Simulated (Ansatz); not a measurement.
`FCC(F)CF` → `FCCF` + `[CH]F` at 400 K and 1 bar (formal loss of a carbene).

Calculated with Ansatz (gas phase, PBE0-D4/def2-TZVP geometries, no zero-point term in ΔE). CCSD(T)/CBS is the MP2 limit (def2-TZVPP, def2-QZVPP) plus CCSD(T) − MP2 in def2-TZVPP, frozen cores. This one scheme is used for every species. Each species was taken in one conformer, which may not be the lowest.

```
   species  CCSD(T)/CBS energy (Eh)  H − E (kJ/mol)  S (J/(mol·K))
`FCC(F)CF`               -416.52222           245.4          363.8
    `FCCF`               -278.07852           181.7          298.9
   `[CH]F`               -138.29972            46.3          233.5
```

H − E and S are ideal-gas, rigid-rotor, harmonic terms from PBE0-D4/def2-TZVP, for one conformer and one mirror image of each species. 1 Eh = 2625.50 kJ/mol, R = 8.31446 J/(mol·K).

**Question.** By hand: ΔE, ΔH, ΔS and ΔG.

**Answer.** ΔE = (-278.07852) + (-138.29972) − (-416.52222) = 0.14398 Eh = 378.0 kJ/mol. Δ(H − E) = 181.7 + 46.3 − 245.4 = -17.4, so ΔH = 360.6 kJ/mol. ΔS = 298.9 + 233.5 − 363.8 = 168.6 J/(mol·K). ΔG = 360.6 − 400 × (168.6)/1000 = 293.2 kJ/mol.

**Question.** By hand: the equilibrium constant, and the temperature at which ΔG would vanish if ΔH and ΔS stayed fixed.

**Answer.** log₁₀ K = −ΔG/(RT ln 10) = -38.3. ΔG = 0 at ΔH/ΔS = 2139 K.

The number of gas molecules changes by +1, which sets the sign of ΔS. A doubt of 5 kJ/mol in ΔE shifts log₁₀ K by 0.7 here. Other conformers and mirror images would add mixing entropy, several J/(mol·K) or more a flexible species. These are equilibria of isolated gas molecules and say nothing of rates. Largest T1 diagnostic: 0.018 (customary marks: 0.02 for closed shells, 0.045 for open ones).
